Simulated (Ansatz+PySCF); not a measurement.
A calculation with Ansatz (development build ahead of 0.2.0).

```yaml
crystal:
  periodic: [false, false, false]
  atoms:
    - { symbol: C, position_ang: [0.0, 0.0, -0.66531] }
    - { symbol: C, position_ang: [0.0, 0.0, 1.33062] }
    - { symbol: H, position_ang: [0.0, -0.93114, -1.24031] }
    - { symbol: H, position_ang: [0.0, 0.93114, -1.24031] }
    - { symbol: H, position_ang: [0.0, -0.93114, 1.90562] }
    - { symbol: H, position_ang: [0.0, 0.93114, 1.90562] }
basis:
  gaussian: { orbitals: STO-3G }
hamiltonian:
  xc: pbe0
scf:
  omitted_lower_state_checks: [stability, starts, atomic_configurations, cluster_reference, orbital_swaps, given_window_search, neighbouring_geometries, increment]
output:
  forces: true
```

The input is written out in the form of the current development build from the run's settings.

Results

```yaml
Converged: yes
Total_energy: -77.29544 hartree
Spin_squared_of_the_determinant: 0.000
```

Forces (eV/Å):
```json
{"atom": "C1", "Fx": "0.000", "Fy": "0.000", "Fz": "10.267"}
{"atom": "C2", "Fx": "0.000", "Fy": "0.000", "Fz": "-10.267"}
{"atom": "H3", "Fx": "0.000", "Fy": "-0.413", "Fz": "0.408"}
{"atom": "H4", "Fx": "0.000", "Fy": "0.413", "Fz": "0.408"}
{"atom": "H5", "Fx": "0.000", "Fy": "-0.413", "Fz": "-0.408"}
{"atom": "H6", "Fx": "0.000", "Fy": "0.413", "Fz": "-0.408"}
```

Caution: an unrestricted determinant lies well below.
